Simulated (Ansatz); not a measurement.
# C2H4N−: one structure at several levels

An exercise on one series of results from a longer session: the logs are not shown, and one member is left open.

Computed with Ansatz 0.2.0, Gaussian basis. Level: single points in def2-TZVPPD.

Cores are frozen in the correlated methods.

## The starting structure

SMILES `[CH-]=NC`, 7 atoms, charge -1, spin multiplicity 1.

Atoms are counted from 1 here; the program's logs count them from 0.

Bond lengths: C1–N2 1.330 Å, C1–H4 1.186 Å, N2–C3 1.429 Å, C3–H5 1.081 Å, C3–H6 1.108 Å, C3–H7 1.107 Å. Angles: N2–C1–H4 103.2°, C1–N2–C3 114.4°, N2–C3–H5 114.7°, N2–C3–H6 107.6°, N2–C3–H7 113.2°, H5–C3–H6 107.8°, H5–C3–H7 107.5°, H6–C3–H7 105.6°.

As a file:

```xyz
7

C    -1.1071   -0.6399   -0.8212
N    -0.6920    0.0614    0.2302
C     0.7231    0.2492    0.2929
H    -2.2852   -0.6606   -0.6861
H     1.2969   -0.6632    0.3767
H     0.9394    0.8674    1.1860
H     1.1268    0.8181   -0.5670
```

Set-up of the first run:

The input, run/in.yaml:

```yaml
crystal:
  periodic: [false, false, false]
  atoms:
    - {symbol: C, position_ang: [-1.107100, -0.639900, -0.821200]}
    - {symbol: N, position_ang: [-0.692000, 0.061400, 0.230200]}
    - {symbol: C, position_ang: [0.723100, 0.249200, 0.292900]}
    - {symbol: H, position_ang: [-2.285200, -0.660600, -0.686100]}
    - {symbol: H, position_ang: [1.296900, -0.663200, 0.376700]}
    - {symbol: H, position_ang: [0.939400, 0.867400, 1.186000]}
    - {symbol: H, position_ang: [1.126800, 0.818100, -0.567000]}
basis:
  gaussian: {orbitals: "def2-TZVPPD.json"}
total_charge: -1
correlation: {method: ccsd_t}
output: {forces: true}
```

The basis file named in the input lies beside it (Basis Set Exchange, JSON).

The command line of these runs was not kept.

Among the steps run: CCSD(T)/def2-TZVPPD; PBE0-D4/def2-TZVPPD; wB97M-V/def2-TZVPPD; r2SCAN-D4/def2-TZVPPD; PBE-D4/def2-TZVPPD; wB97X-V/def2-TZVPPD; B97M-V/def2-TZVPPD.

One table of the session follows, with a row left open; its other results are not shown here.

| method | RMS force component (eV/Å) | angle to CCSD(T) forces (°) |
| --- | --- | --- |
| CCSD(T) | 0.762 | reference |
| PBE0-D4 | 0.901 | 19.8 |
| wB97M-V | 0.914 | 15.4 |
| r2SCAN-D4 | 0.845 | 14.5 |
| PBE-D4 | 0.808 | 15.0 |
| wB97X-V | 0.881 | 13.7 |
| B97M-V | ? | ? |

**Question.** Estimate the row for B97M-V.

The run gave: RMS force component (eV/Å): 0.911; angle to CCSD(T) forces (°): 20.2. In the column «RMS force component (eV/Å)» it lies between PBE0-D4 (0.901) and wB97M-V (0.914).

Caveats from the session: The anion's highest level is positive in at least one run, so there the basis alone may hold the extra electron.
